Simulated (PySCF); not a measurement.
allene cation (C₃H₄), SMILES C=C=C (connectivity only; charge and spin as stated), charge +1, multiplicity 2.

Coordinates come from a B3LYP-D3(BJ)/def2-TZVP optimisation. The spin state was assumed, not searched.

All values below come from PBE/def2-TZVPD (PySCF).

The molecule is in vacuum.

```
Property                                                            Value
------------------------------------------------  -----------------------
total energy                                           -116.19261 hartree
point group                                                            D2
α spin, highest occupied and lowest empty level       -13.33 and -9.75 eV
β spin, highest occupied and lowest empty level      -14.69 and -12.28 eV
dipole moment about the centre of nuclear charge                   0.00 D
mean static polarisability                           33.2 bohr³ (4.92 Å³)
polarisability, principal values                   20.9, 23.5, 55.2 bohr³
⟨S²⟩                                              0.756 (pure state 0.75)
```
